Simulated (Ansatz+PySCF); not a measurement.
Values are calculated unless marked as measured or tabulated.
**Several solutions for singlet H₂O**

```xyz
3

O     0.0000    0.0000   -0.1197
H     0.0000    2.2625    1.6753
H     0.0000   -0.7542    0.4787
```

Basis set: 6-31G* (spherical functions). Charge 0, multiplicity 1.

UHF was run from several starts with Ansatz (development build ahead of 0.2.0) and PySCF 2.14.0.

```tsv
run	program	start	converged	energy (hartree)	<S²>
A	PySCF	guess minao, instabilities followed	yes	-75.87952	1.00
B	PySCF	guess atom, instabilities followed	yes	-75.87952	1.00
C	PySCF	guess huckel, instabilities followed	yes	-75.87952	1.00
D	Ansatz	search for the lowest state	yes	-75.87952	1.00
E	PySCF	guess 1e, instabilities followed	yes	-75.87952	1.00
F	PySCF	program defaults	yes	-75.87877	1.01
G	Ansatz	stability test followed	yes	-75.87952	1.00
```

Task: Which runs reached the lowest solution of this kind, and what is wrong with the others?

Result: A, B, C, D, E, G reached the lowest solution found. Converged but too high: F by 0.02 eV. Convergence only shows a stationary point, and even a stable one can lie too high; stability tests and further starts are what find lower ones. Caution: the unrestricted determinant is a mixture of spin states.
